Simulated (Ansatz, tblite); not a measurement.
**Mu-NH2-B2H5 (B2NH7): charged states by level of theory**

What does removing or adding an electron cost or gain for mu-NH2-B2H5 (B2NH7)? Each charged state is run at several levels.

Computed with Ansatz 0.2.0, Gaussian basis. Level: as each input shows.

The runs, in order: charge +1 doublet, at the geometry of the singlet (PBE0-D4/def2-TZVP, PBE-D4/def2-TZVP, r2SCAN-D4/def2-TZVP); charge -1 doublet, at the geometry of the singlet (PBE0-D4/def2-TZVPD, PBE-D4/def2-TZVPD, r2SCAN-D4/def2-TZVPD, CCSD(T)/def2-TZVPD); the starting singlet's energies come from earlier runs.

1 further run of the same task is left out (it didn't finish).

## 1. The structure

The singlet was relaxed beforehand with PBE-D4/def2-TZVP.

10 atoms, charge 0, spin multiplicity 1.

Atoms are counted from 1 here; the program's logs count them from 0.

Bond lengths: B1–N2 1.560 Å, B1–B3 1.904 Å, B1–H4 1.346 Å, B1–H5 1.201 Å, B1–H6 1.201 Å, N2–B3 1.560 Å, N2–H7 1.016 Å, N2–H8 1.016 Å, B3–H4 1.346 Å, B3–H9 1.201 Å, B3–H10 1.201 Å. Angles: N2–B1–B3 52.4°, N2–B1–H4 97.3°, N2–B1–H5 114.0°, N2–B1–H6 114.0°, B3–B1–H4 45.0°, B3–B1–H5 118.4°, B3–B1–H6 118.3°, H4–B1–H5 103.4°, H4–B1–H6 103.4°, H5–B1–H6 120.4°, B1–N2–B3 75.2°, B1–N2–H7 116.6°, B1–N2–H8 116.6°, B3–N2–H7 116.6°, B3–N2–H8 116.6°, H7–N2–H8 111.1°, B1–B3–N2 52.4°, B1–B3–H4 45.0° and more.

## 2. Charge +1 doublet at the fixed geometry, first pass, PBE0-D4/def2-SVP

The input, in.yaml:

```yaml
crystal:
  periodic: [false, false, false]
  atoms:
    - {symbol: B, position_ang: [0.589443, 0.712422, -0.392807]}
    - {symbol: N, position_ang: [-0.724648, 0.402608, 0.389070]}
    - {symbol: B, position_ang: [-0.082722, -0.993884, 0.120817]}
    - {symbol: H, position_ang: [1.005349, -0.558747, -0.540474]}
    - {symbol: H, position_ang: [0.410009, 1.080177, -1.522229]}
    - {symbol: H, position_ang: [1.450923, 1.211774, 0.279164]}
    - {symbol: H, position_ang: [-0.761254, 0.708543, 1.357686]}
    - {symbol: H, position_ang: [-1.598115, 0.602157, -0.090925]}
    - {symbol: H, position_ang: [0.376164, -1.516238, 1.100413]}
    - {symbol: H, position_ang: [-0.665140, -1.648801, -0.700705]}
basis:
  gaussian: {orbitals: def2-SVP}
total_charge: 1
magnetization: {spin_polarized: true, initial_magnetization: 1}
hamiltonian: {xc: pbe0, dispersion: d4}
output: {orbitals: {seedname: orbitals}}
```

On the command line:

```sh
$ ansatz run in.yaml --threads 4 --pin off --events-out ev --progress --plain --max-ram 3916MiB
```

Log:

```text
Functional definition: PBE0
  name "PBE0"
  cite "Adamo & Barone, J. Chem. Phys. 110, 6158 (1999) doi:10.1063/1.478522"
  cite "Perdew, Burke & Ernzerhof, Phys. Rev. Lett. 77, 3865 (1996) doi:10.1103/PhysRevLett.77.3865"
  parent pbe
  parameter a = 0.25
  parameter kappa = 0.804
  parameter beta = 0.06672455060314922
  exchange = (1 - a)*pbe_x(kappa = kappa, mu = beta*pi^2/3) + a*exact_x
  correlation = pbe_c(beta = beta)
886 factors; their error is unknown
mean field evaluation 1: about -2931.6868 eV, gradient 4.6e1 eV
mean field evaluation 2: about -2916.7943 eV, gradient 6.7e1 eV
mean field evaluation 4: about -2940.5290 eV, gradient 3.4e0 eV
mean field evaluation 8: about -2940.5963 eV, gradient 4.8e-2 eV
mean field evaluation 16: about -2940.5852 eV, gradient 9.1e-5 eV
mean field -2940.58521237 eV, -108.0645133545 hartree, gradient 2.9e-5 eV, S^2 0.755947; 2 other end points of the search recorded, 0 dependent functions left out
reference -2940.58523756 eV, -108.0645142800 hartree; 12, 11 occupied and 65, 66 virtual orbitals, 886 factors
Total energy: -2940.67130442 eV, -108.0676771789 hartree
```

Wall time 1.1 s (4 threads of Arm Neoverse V1, shared host).

Report: HOMO -15.58 eV, LUMO -13.56 eV (over both spins); ⟨S²⟩ 0.756 (pure: 0.75).

## 3. Charge +1 doublet at the fixed geometry, PBE0-D4/def2-TZVP

start.molden holds the orbitals of an earlier run on this state, given as this run's starting guess.

in.yaml: that of step 2 with these lines changed.

```diff
@@ -14,3 +14,3 @@
 basis:
-  gaussian: {orbitals: def2-SVP}
+  gaussian: {orbitals: def2-TZVP, initial_orbitals: start.molden}
 total_charge: 1
@@ -18,2 +18,3 @@
 hamiltonian: {xc: pbe0, dispersion: d4}
+scf: {omitted_lower_state_checks: [starts]}
 output: {orbitals: {seedname: orbitals}}
```

The command is unchanged.

Log:

```text
Functional definition: PBE0
  name "PBE0"
  cite "Adamo & Barone, J. Chem. Phys. 110, 6158 (1999) doi:10.1063/1.478522"
  cite "Perdew, Burke & Ernzerhof, Phys. Rev. Lett. 77, 3865 (1996) doi:10.1103/PhysRevLett.77.3865"
  parent pbe
  parameter a = 0.25
  parameter kappa = 0.804
  parameter beta = 0.06672455060314922
  exchange = (1 - a)*pbe_x(kappa = kappa, mu = beta*pi^2/3) + a*exact_x
  correlation = pbe_c(beta = beta)
these checks for a lower state are left out or cut short: starts
801 factors; their error is unknown
mean field evaluation 1: about -2942.3185 eV, gradient 5.5e1 eV
mean field evaluation 2: about -2943.7598 eV, gradient 1.3e0 eV
mean field evaluation 4: about -2943.7643 eV, gradient 2.0e-1 eV
mean field evaluation 8: about -2943.7644 eV, gradient 1.9e-5 eV
mean field -2943.76443598 eV, -108.1813476671 hartree, gradient 1.9e-5 eV, S^2 0.756508; 0 other end points of the search recorded, 0 dependent functions left out
reference -2943.76446873 eV, -108.1813488707 hartree; 12, 11 occupied and 123, 124 virtual orbitals, 801 factors
Total energy: -2943.85053560 eV, -108.1845117696 hartree
Checks for a lower state left out: starts
```

Wall time 1.5 s (4 threads of Arm Neoverse V1, shared host).

HOMO -15.57 eV, LUMO -13.55 eV (over both spins); ⟨S²⟩ 0.757 (pure: 0.75).

## 4. Charge +1 doublet at the fixed geometry, PBE-D4/def2-TZVP

in.yaml: that of step 3 with these lines changed.

```diff
@@ -17,3 +17,3 @@
 magnetization: {spin_polarized: true, initial_magnetization: 1}
-hamiltonian: {xc: pbe0, dispersion: d4}
+hamiltonian: {xc: pbe, dispersion: d4}
 scf: {omitted_lower_state_checks: [starts]}
```

Launched as before.

Log:

```text
Functional definition: PBE
  name "PBE"
  cite "Perdew, Burke & Ernzerhof, Phys. Rev. Lett. 77, 3865 (1996) doi:10.1103/PhysRevLett.77.3865"
  parent pbe
  parameter kappa = 0.804
  parameter beta = 0.06672455060314922
  exchange = pbe_x(kappa = kappa, mu = beta*pi^2/3)
  correlation = pbe_c(beta = beta)
these checks for a lower state are left out or cut short: starts
801 factors; their error is unknown
mean field evaluation 1: about -2943.4392 eV, gradient 4.6e0 eV
mean field evaluation 2: about -2943.4949 eV, gradient 5.8e-2 eV
mean field evaluation 4: about -2943.4807 eV, gradient 1.8e-4 eV
mean field -2943.48065724 eV, -108.1709189907 hartree, gradient 2.3e-5 eV, S^2 0.752661; 0 other end points of the search recorded, 0 dependent functions left out
reference -2943.48070190 eV, -108.1709206320 hartree; 12, 11 occupied and 123, 124 virtual orbitals, 801 factors
Total energy: -2943.58570771 eV, -108.1747795244 hartree
Checks for a lower state left out: starts
```

It took 1.2 s on 4 threads of Arm Neoverse V1, shared host.

Report: HOMO -14.71 eV, LUMO -14.10 eV (over both spins); ⟨S²⟩ 0.753 (pure: 0.75).

## 5. Charge +1 doublet at the fixed geometry, r2SCAN-D4/def2-TZVP

in.yaml: that of step 4 with these lines changed.

```diff
@@ -17,3 +17,3 @@
 magnetization: {spin_polarized: true, initial_magnetization: 1}
-hamiltonian: {xc: pbe, dispersion: d4}
+hamiltonian: {xc: r2scan, dispersion: d4}
 scf: {omitted_lower_state_checks: [starts]}
```

The command is unchanged.

Log:

```text
Functional definition: r2SCAN
  name "r2SCAN"
  cite "Furness, Kaplan, Ning, Perdew & Sun, J. Phys. Chem. Lett. 11, 8208 (2020) doi:10.1021/acs.jpclett.0c02405"
  cite "Furness, Kaplan, Ning, Perdew & Sun, J. Phys. Chem. Lett. 11, 9248 (2020) doi:10.1021/acs.jpclett.0c03077"
  parent r2scan
  parameter k0 = 0.174
  parameter k1 = 0.065
  parameter a1 = 4.9479
  exchange = r2scan_x(k0 = k0, k1 = k1, a1 = a1)
  correlation = r2scan_c
these checks for a lower state are left out or cut short: starts
801 factors; their error is unknown
mean field evaluation 1: about -2945.9014 eV, gradient 2.6e0 eV
mean field evaluation 2: about -2945.9252 eV, gradient 2.1e-2 eV
mean field evaluation 4: about -2945.9150 eV, gradient 1.2e-4 eV
mean field -2945.91503914 eV, -108.2603808755 hartree, gradient 2.2e-5 eV, S^2 0.756375; 0 other end points of the search recorded, 0 dependent functions left out
reference -2945.91505428 eV, -108.2603814318 hartree; 12, 11 occupied and 123, 124 virtual orbitals, 801 factors
Total energy: -2945.93957482 eV, -108.2612825452 hartree
Checks for a lower state left out: starts
```

Wall time 2.4 s (4 threads of Arm Neoverse V1, shared host).

Report: HOMO -14.81 eV, LUMO -14.14 eV (over both spins); ⟨S²⟩ 0.756 (pure: 0.75).

## 6. Vertical ionisation energy

Charged state less starting state, singlet to doublet; the starting state's energies are those of its earlier runs.

```tsv
level	vertical ionisation energy (eV)	time
PBE-D4/def2-TZVP	+10.77	1.9 s
r2SCAN-D4/def2-TZVP	+10.95	3.8 s
PBE0-D4/def2-TZVP	+11.20	2.4 s
```

Times add the two runs; a level without a time comes out of a correlated run.

Beside −ε(HOMO) of the starting state:

```tsv
level	−ε(HOMO) (eV)	by difference (eV)	mismatch (eV)
PBE-D4/def2-TZVP	7.42	10.77	-3.35
r2SCAN-D4/def2-TZVP	7.75	10.95	-3.19
PBE0-D4/def2-TZVP	8.83	11.20	-2.37
```

## 7. Charge -1 doublet at the fixed geometry, first pass, PBE0-D4/def2-SVP

in.yaml: that of step 5 with these lines changed.

```diff
@@ -14,7 +14,6 @@
 basis:
-  gaussian: {orbitals: def2-TZVP, initial_orbitals: start.molden}
-total_charge: 1
+  gaussian: {orbitals: def2-SVP}
+total_charge: -1
 magnetization: {spin_polarized: true, initial_magnetization: 1}
-hamiltonian: {xc: r2scan, dispersion: d4}
-scf: {omitted_lower_state_checks: [starts]}
+hamiltonian: {xc: pbe0, dispersion: d4}
 output: {orbitals: {seedname: orbitals}}
```

The command is unchanged.

Log:

```text
Functional definition: PBE0
  name "PBE0"
  cite "Adamo & Barone, J. Chem. Phys. 110, 6158 (1999) doi:10.1063/1.478522"
  cite "Perdew, Burke & Ernzerhof, Phys. Rev. Lett. 77, 3865 (1996) doi:10.1103/PhysRevLett.77.3865"
  parent pbe
  parameter a = 0.25
  parameter kappa = 0.804
  parameter beta = 0.06672455060314922
  exchange = (1 - a)*pbe_x(kappa = kappa, mu = beta*pi^2/3) + a*exact_x
  correlation = pbe_c(beta = beta)
886 factors; their error is unknown
mean field evaluation 1: about -2945.9342 eV, gradient 1.7e1 eV
mean field evaluation 2: about -2945.2491 eV, gradient 2.3e1 eV
mean field evaluation 4: about -2948.9465 eV, gradient 2.3e0 eV
mean field evaluation 8: about -2948.9875 eV, gradient 4.2e-2 eV
mean field evaluation 16: about -2948.9791 eV, gradient 7.6e-5 eV
mean field -2948.97913155 eV, -108.3729841947 hartree, gradient 1.3e-5 eV, S^2 0.751385; 4 other end points of the search recorded, 0 dependent functions left out
reference -2948.97915746 eV, -108.3729851469 hartree; 13, 12 occupied and 64, 65 virtual orbitals, 886 factors
Total energy: -2949.11659675 eV, -108.3780359474 hartree
```

Wall time 1.2 s (4 threads of Arm Neoverse V1, shared host).

From the report: HOMO 4.50 eV, LUMO 6.65 eV (over both spins); ⟨S²⟩ 0.751 (pure: 0.75). Doubts: highest occupied level lies above zero.

## 8. Charge -1 doublet at the fixed geometry, PBE0-D4/def2-TZVPD

in.yaml: that of step 7 with these lines changed.

```diff
@@ -14,3 +14,3 @@
 basis:
-  gaussian: {orbitals: def2-SVP}
+  gaussian: {orbitals: def2-TZVPD, initial_orbitals: start.molden}
 total_charge: -1
@@ -18,2 +18,3 @@
 hamiltonian: {xc: pbe0, dispersion: d4}
+scf: {omitted_lower_state_checks: [starts]}
 output: {orbitals: {seedname: orbitals}}
```

Launched as before.

Log, cut to the lines that bear on the results:

```text
Functional definition: PBE0
  name "PBE0"
  cite "Adamo & Barone, J. Chem. Phys. 110, 6158 (1999) doi:10.1063/1.478522"
  cite "Perdew, Burke & Ernzerhof, Phys. Rev. Lett. 77, 3865 (1996) doi:10.1103/PhysRevLett.77.3865"
  parent pbe
[...]
866 factors; their error is unknown
[...]
mean field -2954.18425208 eV, -108.5642688458 hartree, gradient 6.7e-6 eV, S^2 0.750118; 0 other end points of the search recorded, 0 dependent functions left out
reference -2954.18428680 eV, -108.5642701220 hartree; 13, 12 occupied and 161, 162 virtual orbitals, 866 factors
Total energy: -2954.32172609 eV, -108.5693209226 hartree
Checks for a lower state left out: starts
```

It took 6 s on 4 threads of Arm Neoverse V1, shared host.

From the report: HOMO 1.74 eV, LUMO 2.95 eV (over both spins); ⟨S²⟩ 0.750 (pure: 0.75). Doubts: highest occupied level lies above zero.

## 9. Charge -1 doublet at the fixed geometry, PBE-D4/def2-TZVPD

in.yaml: that of step 8 with these lines changed.

```diff
@@ -17,3 +17,3 @@
 magnetization: {spin_polarized: true, initial_magnetization: 1}
-hamiltonian: {xc: pbe0, dispersion: d4}
+hamiltonian: {xc: pbe, dispersion: d4}
 scf: {omitted_lower_state_checks: [starts]}
```

Launched as before.

Log:

```text
Functional definition: PBE
  name "PBE"
  cite "Perdew, Burke & Ernzerhof, Phys. Rev. Lett. 77, 3865 (1996) doi:10.1103/PhysRevLett.77.3865"
  parent pbe
  parameter kappa = 0.804
  parameter beta = 0.06672455060314922
  exchange = pbe_x(kappa = kappa, mu = beta*pi^2/3)
  correlation = pbe_c(beta = beta)
these checks for a lower state are left out or cut short: starts
866 factors; their error is unknown
mean field evaluation 1: about -2953.5511 eV, gradient 4.7e0 eV
mean field evaluation 2: about -2953.6096 eV, gradient 6.0e-2 eV
mean field evaluation 4: about -2953.5726 eV, gradient 5.9e-3 eV
mean field evaluation 8: about -2953.5725 eV, gradient 1.1e-5 eV
mean field evaluation 16: about -2953.5725 eV, gradient 7.0e-5 eV
mean field -2953.57245246 eV, -108.5417856246 hartree, gradient 7.0e-6 eV, S^2 0.750130; 0 other end points of the search recorded, 0 dependent functions left out
reference -2953.57249879 eV, -108.5417873273 hartree; 13, 12 occupied and 161, 162 virtual orbitals, 866 factors
Total energy: -2953.73989745 eV, -108.5479391145 hartree
Checks for a lower state left out: starts
```

Run time: 4.9 s. Hardware: 4 threads of Arm Neoverse V1, shared host.

Report: HOMO 2.02 eV, LUMO 2.61 eV (over both spins); ⟨S²⟩ 0.750 (pure: 0.75). Doubts: highest occupied level lies above zero.

## 10. Charge -1 doublet at the fixed geometry, r2SCAN-D4/def2-TZVPD

in.yaml: that of step 9 with these lines changed.

```diff
@@ -17,3 +17,3 @@
 magnetization: {spin_polarized: true, initial_magnetization: 1}
-hamiltonian: {xc: pbe, dispersion: d4}
+hamiltonian: {xc: r2scan, dispersion: d4}
 scf: {omitted_lower_state_checks: [starts]}
```

Same command.

Log, cut to the lines that bear on the results:

```text
Functional definition: r2SCAN
  name "r2SCAN"
  cite "Furness, Kaplan, Ning, Perdew & Sun, J. Phys. Chem. Lett. 11, 8208 (2020) doi:10.1021/acs.jpclett.0c02405"
  cite "Furness, Kaplan, Ning, Perdew & Sun, J. Phys. Chem. Lett. 11, 9248 (2020) doi:10.1021/acs.jpclett.0c03077"
  parent r2scan
[...]
866 factors; their error is unknown
[...]
mean field -2956.07409010 eV, -108.6337191121 hartree, gradient 1.8e-5 eV, S^2 0.750405; 0 other end points of the search recorded, 0 dependent functions left out
reference -2956.07411662 eV, -108.6337200869 hartree; 13, 12 occupied and 161, 162 virtual orbitals, 866 factors
Total energy: -2956.11399336 eV, -108.6351855298 hartree
Checks for a lower state left out: starts
```

Wall time 9.5 s (4 threads of Arm Neoverse V1, shared host).

Report: HOMO 2.10 eV, LUMO 2.80 eV (over both spins); ⟨S²⟩ 0.750 (pure: 0.75). Doubts: highest occupied level lies above zero.

## 11. Charge -1 doublet at the fixed geometry, CCSD(T)/def2-TZVPD

in.yaml: that of step 10 with these lines changed.

```diff
@@ -17,4 +17,4 @@
 magnetization: {spin_polarized: true, initial_magnetization: 1}
-hamiltonian: {xc: r2scan, dispersion: d4}
-scf: {omitted_lower_state_checks: [starts]}
+correlation: {method: ccsd_t}
+scf: {omitted_lower_state_checks: [starts, cluster_reference]}
 output: {orbitals: {seedname: orbitals}}
```

The command is unchanged.

Log, cut to the lines that bear on the results:

```text
Functional definition: HF
  name "HF"
  cite "Fock, Z. Phys. 61, 126 (1930) doi:10.1007/BF01340294"
  parent pbe
[...]
1231 factors; integrals over basis functions are off by at most 1.1e-3 eV
[...]
a density is far from that of the atoms, so the factors are made again for it
1234 factors; integrals over basis functions are off by at most 1.1e-3 eV
[...]
mean field -2936.26578720 eV, -107.9057774070 hartree, gradient 2.7e-6 eV, S^2 0.750230; 1 other end points of the search recorded, 0 dependent functions left out
3 core orbitals not correlated: weight in the atoms' cores, before any rotation towards them, 1.000 or more for the frozen orbitals, at most 0.000 for the correlated occupied ones
reference -2936.26578720 eV, -107.9057774070 hartree; 10, 9 occupied and 161, 162 virtual orbitals, 1234 factors
second order -12.74307244 eV of doubles, -0.00000000 eV of singles
cycle   1  -13.45161531 eV  change   -7.1e-1 eV  update   8.9e-2
[...]
cycle  12  -13.89491982 eV  change    1.7e-5 eV  update   1.4e-5
perturbative correction -0.52005241 eV, -0.0191115737 hartree
Total energy: -2950.68075943 eV, -108.4355178659 hartree
Checks for a lower state left out: starts, cluster_reference
```

It took 5.9 min on 4 threads of Arm Neoverse V1, shared host; peak memory 1.9 GiB.

Hartree-Fock HOMO 1.24 eV, LUMO 4.10 eV (over both spins); ⟨S²⟩ 0.750 (pure: 0.75); T1 0.026. Doubts: highest occupied level lies above zero.

## 12. Vertical electron affinity

Starting state less charged state (positive: the electron is bound), singlet to doublet; the starting state's energies are those of its earlier runs.

```tsv
method	vertical electron affinity (eV)	from CCSD(T)/def2-TZVPD (eV)	time
HF/def2-TZVPD	-1.28	-0.34	
PBE-D4/def2-TZVPD	-0.63	+0.31	6.1 s
r2SCAN-D4/def2-TZVPD	-0.78	+0.16	12 s
PBE0-D4/def2-TZVPD	-0.74	+0.20	7.3 s
MP2/def2-TZVPD	-1.00	-0.06	
CCSD/def2-TZVPD	-0.98	-0.04	
CCSD(T)/def2-TZVPD	-0.94	0	6.1 min
```

Times add the two runs; a level without a time comes out of a correlated run.

Beside −ε(LUMO) of the starting state:

```tsv
level	−ε(LUMO) (eV)	by difference (eV)	mismatch (eV)
PBE-D4/def2-TZVPD	0.81	-0.63	+1.44
r2SCAN-D4/def2-TZVPD	0.07	-0.78	+0.85
PBE0-D4/def2-TZVPD	0.14	-0.74	+0.88
```

## 13. Outcome

| quantity | value |
| --- | --- |
| vertical ionisation energy, functionals in def2-TZVP | 10.77 (PBE-D4) to 11.20 eV (PBE0-D4) |
| vertical electron affinity, functionals in def2-TZVPD | -0.78 (r2SCAN-D4) to -0.63 eV (PBE-D4) |
| vertical electron affinity, CCSD(T)/def2-TZVPD | -0.94 eV |

The vertical ionisation energy spans 10.77 to 11.20 eV over the functionals. −ε(HOMO) misses the level's own difference by -2.37 eV at best (PBE0-D4) and -3.35 eV at worst (PBE-D4). The vertical electron affinity spans -0.78 to -0.63 eV over the functionals, beside -0.94 eV from CCSD(T)/def2-TZVPD. A negative affinity means an unbound electron, held by the basis alone. −ε(LUMO) misses the level's own difference by +0.85 eV at best (r2SCAN-D4) and +1.44 eV at worst (PBE-D4). CCSD(T)/def2-TZVPD isn't at the basis-set limit; small misses against it rank nothing.
